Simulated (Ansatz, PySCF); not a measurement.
This Ansatz (an electronic-structure program) input computes a CCSD(T)/cc-pVDZ energy:

Ansatz 0.2 input:
```yaml
crystal:
  periodic: [false, false, false]
  atoms:
    - {symbol: C, position_ang: [0.08837911, 0.08579245, 0.08813120]}
    - {symbol: H, position_ang: [-0.59583251, -0.58847006, 0.64981294]}
    - {symbol: H, position_ang: [0.64811021, -0.59179503, -0.59439216]}
    - {symbol: H, position_ang: [-0.58255235, 0.66551036, -0.58420799]}
basis:
  gaussian:
    orbitals: cc-pVDZ
total_charge: -1
magnetization: {spin_polarized: false}
correlation: {method: ccsd_t, electrons: outside_noble_gas}
```

Task: Write an input for the same energy in PySCF and say what it gives.

Result: 
```python
from pyscf import gto, scf, mp, cc as ccmod

mol = gto.M(
    atom='''
    C     0.08837911    0.08579245    0.08813120
    H    -0.59583251   -0.58847006    0.64981294
    H     0.64811021   -0.59179503   -0.59439216
    H    -0.58255235    0.66551036   -0.58420799
    ''',
    basis='cc-pvdz',
    charge=-1,
    spin=0,
    verbose=4,
)

mf = scf.RHF(mol)
mf.conv_tol = 1e-10
mf.max_cycle = 100
mf.kernel()
mp2 = mp.MP2(mf, frozen=1).run()
cc = ccmod.CCSD(mf, frozen=1)
cc.max_cycle = 100
cc.kernel()
et = cc.ccsd_t()
print(f'E(CCSD(T)) = {cc.e_tot + et:.9f}')
```
It gives -39.67186 Eh, and Ansatz -39.67186 Eh, a difference of 0.00 mEh.

Whether it binds its extra electron was not tested at this geometry.
